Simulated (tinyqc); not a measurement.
UKS/LDA (PW92) in the sto-3g basis, for NH, spin multiplicity 3, step by step. One step of it, computed by the program tinyqc.

Task: Iteration 2: diagonalisation and new density. Diagonalise F' = X^T F X, C = X C', fill 5 alpha and 3 beta electrons from the bottom; D(s) = C_occ C_occ^T. Each column has its largest component positive (the first on a tie).

F(alpha) (hartree), lower triangle:
```
,1N 1s,1N 2s,1N 2px,1N 2py,1N 2pz,2H 1s
1N 1s,-13.116667
1N 2s,-3.448154,-1.258347
1N 2px,0.000927,0.005150,0.109611
1N 2py,0.002725,0.014674,0.018461,0.111683
1N 2pz,-0.014087,-0.150325,0.024862,0.026047,0.039414
2H 1s,-0.556811,-0.460184,0.006096,0.008570,-0.294205,-0.415963
```

F(beta) (hartree), lower triangle:
```
,1N 1s,1N 2s,1N 2px,1N 2py,1N 2pz,2H 1s
1N 1s,-13.087061
1N 2s,-3.426399,-1.150118
1N 2px,0.000588,0.002559,0.225212
1N 2py,0.001735,0.007385,0.000045,0.225328
1N 2pz,-0.012972,-0.142347,0.000018,-0.000018,0.135681
2H 1s,-0.553385,-0.430753,0.001038,0.002281,-0.270821,-0.384981
```

X:
```
,1,2,3,4,5,6
1N 1s,0.282815,0.761615,0.000000,0.000000,0.597084,0.215230
1N 2s,-0.823281,-0.498841,0.000000,0.000000,0.398078,0.441643
1N 2px,0.000000,0.000000,-0.409161,0.912462,0.000000,0.000000
1N 2py,0.000000,0.000000,0.912462,0.409161,0.000000,0.000000
1N 2pz,-0.674561,0.554964,0.000000,0.000000,-0.559282,0.339399
2H 1s,1.007051,-0.249963,0.000000,0.000000,-0.216875,0.527948
```

Give: F' = X^T F X; orbital energies; coefficients C; F' = X^T F X; orbital energies; coefficients C; D(alpha) after iteration 2; D(beta) after iteration 2.

Result:

F' = X^T F X (alpha) (hartree), lower triangle:
```
,1,2,3,4,5,6
1,-0.016
2,-1.046,-5.065
3,-0.012,0.002,0.098
4,-0.022,0.012,0.013,0.124
5,-0.856,-5.677,-0.003,-0.015,-6.293
6,-0.508,-2.700,0.013,0.021,-3.149,-2.114
```

orbital energies (alpha) (hartree): MO1 -13.128, MO2 -0.546, MO3 -0.119, MO4 0.092, MO5 0.124, MO6 0.310

coefficients C (alpha):
```
,MO1,MO2,MO3,MO4,MO5,MO6
1N 1s,0.992,-0.175,-0.215,0.006,0.005,-0.042
1N 2s,0.034,0.574,0.932,-0.024,-0.045,0.281
1N 2px,0.000,-0.017,0.025,0.727,0.675,0.123
1N 2py,0.000,-0.028,-0.006,-0.687,0.714,0.133
1N 2pz,0.004,0.232,-0.240,0.006,-0.178,1.024
2H 1s,-0.009,0.550,-0.698,0.010,0.168,-0.765
```

F' = X^T F X (beta) (hartree), lower triangle:
```
,1,2,3,4,5,6
1,0.054
2,-1.046,-5.010
3,-0.003,-0.002,0.225
4,-0.002,-0.002,0.000,0.225
5,-0.855,-5.709,0.003,0.002,-6.228
6,-0.555,-2.704,0.004,0.004,-3.146,-2.042
```

orbital energies (beta) (hartree): MO1 -13.098, MO2 -0.476, MO3 -0.043, MO4 0.225, MO5 0.225, MO6 0.391

coefficients C (beta):
```
,MO1,MO2,MO3,MO4,MO5,MO6
1N 1s,0.992,-0.156,-0.228,0.000,-0.006,-0.043
1N 2s,0.032,0.490,0.980,0.000,0.024,0.281
1N 2px,0.000,-0.003,-0.006,0.948,0.319,0.000
1N 2py,0.000,-0.007,-0.020,-0.319,0.948,0.002
1N 2pz,0.004,0.209,-0.196,0.001,-0.004,1.053
2H 1s,-0.008,0.632,-0.672,0.000,-0.008,-0.742
```

D(alpha) after iteration 2, lower triangle:
```
,1N 1s,1N 2s,1N 2px,1N 2py,1N 2pz,2H 1s
1N 1s,1.061
1N 2s,-0.268,1.201
1N 2px,0.005,-0.035,0.985
1N 2py,0.006,-0.037,-0.016,0.982
1N 2pz,0.014,-0.082,-0.126,-0.136,0.143
2H 1s,0.046,-0.343,0.094,0.102,0.265,0.818
```

D(beta) after iteration 2, lower triangle:
```
,1N 1s,1N 2s,1N 2px,1N 2py,1N 2pz,2H 1s
1N 1s,1.061
1N 2s,-0.268,1.201
1N 2px,0.002,-0.007,0.000
1N 2py,0.005,-0.023,0.000,0.000
1N 2pz,0.016,-0.090,0.001,0.002,0.082
2H 1s,0.047,-0.349,0.003,0.009,0.264,0.852
```
